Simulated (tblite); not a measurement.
Compound: C₄H₈O₂ (charge +1 and doublet state).
Atom-mapped SMILES: `[CH3:1][O:2][CH2:3][CH2:4][CH:5]=[O+:6]` (hydrogens: H7, H8, H9 on C1; H10, H11 on C3; H12, H13 on C4; H14 on C5)

Geometry (GFN2-xTB, Å), atoms numbered from 1 in this order:
```xyz
14
C4H8O2 angstrom
C     -2.043    0.506    0.426
O     -0.818   -0.131    0.266
C     -0.027    0.149   -0.837
C      1.444   -0.078   -0.477
C      1.695    0.563    0.866
O      0.832    0.845    1.627
H     -2.846   -0.142    0.040
H     -2.096    1.476   -0.074
H     -2.218    0.608    1.502
H     -0.199    1.165   -1.219
H     -0.270   -0.559   -1.652
H      1.665   -1.141   -0.328
H      2.113    0.299   -1.250
H      2.768    0.720    1.088
```

Level: GFN2-xTB in tblite, geometry and Hessian alike; calculated harmonic values, unscaled, isolated species. Errors from tens to a few hundred cm⁻¹ against measured bands are possible. One conformer, not necessarily the lowest. Open shells enter through the occupations alone, without spin polarisation, and single modes of such species can be off by tens of per cent.

Harmonic wavenumbers (cm⁻¹): 94.7, 116.5, 160.3, 205.1, 243.3, 358.0, 444.3, 617.7, 773.5, 856.1, 890.7, 940.4, 1004.1, 1033.3, 1040.0, 1088.8, 1090.3, 1134.1, 1173.8, 1204.8, 1243.2, 1295.8, 1353.7, 1361.4, 1369.1, 1371.4, 1406.4, 1797.0, 2765.7, 2795.5, 2852.6, 2897.2, 2945.6, 2956.8, 2978.8, 3016.0.

A = 6215, B = 2929, C = 2138 MHz; mass 88.052 u (most abundant isotopes); point group C1, symmetry number 1; spin multiplicity 2.

Task: Zero-point energy?

Result: Half the sum of the wavenumbers: 24438 cm⁻¹ = 292.34 kJ/mol.

Task: What is S at 500 K and 1 bar for an ideal gas of classical rigid rotors and harmonic oscillators?

Result: Translation 175.45, rotation 117.39, vibration 124.86, spin (R ln 2) 5.76: S = 423.5 J/(mol K).

Task: And Cp and H(500 K) − H(0)?

Result: Cp = 167.96 J/(mol K), of which vibrations give 134.70 (their classical limit is 36 R = 299.3); H(500 K) − H(0) = 49.97 kJ/mol without the zero-point energy, 33.34 from vibrations.

Task: How do the functions run with temperature in this model?

Result: 
| T (K) | S (J/(mol K)) | Cp (J/(mol K)) | H − H(0) (kJ/mol) | G − H(0) (kJ/mol) | ln q(vib) |
| --- | --- | --- | --- | --- | --- |
| 100 | 262.7 | 61.9 | 4.51 | -21.76 | 0.70 |
| 200 | 313.1 | 85.3 | 11.90 | -50.71 | 2.25 |
| 300 | 352.6 | 112.4 | 21.74 | -84.03 | 3.82 |
| 800 | 515.7 | 224.0 | 109.50 | -303.06 | 11.77 |
| 1000 | 568.5 | 248.5 | 156.88 | -411.58 | 14.82 |

q(vib) and H(0) count from the zero-point level.

Task: Which modes carry the vibrational entropy at 500 K?

Result: 94.7 cm⁻¹: 19.15; 116.5 cm⁻¹: 17.44; 160.3 cm⁻¹: 14.82; 205.1 cm⁻¹: 12.82; 243.3 cm⁻¹: 11.45; 358.0 cm⁻¹: 8.43 J/(mol K); the other 30 give 40.76 together.

Hindered rotation and anharmonicity are outside this model. Other conformers, if any are populated, would add a mixing term that is left out. The structure is chiral; the term R ln 2 for an equal mix with its mirror image is left out.

The run took 0.45 s of wall time on Arm Neoverse N1, one thread, no GPU, shared host. This covers the Hessian and the dipole derivatives.
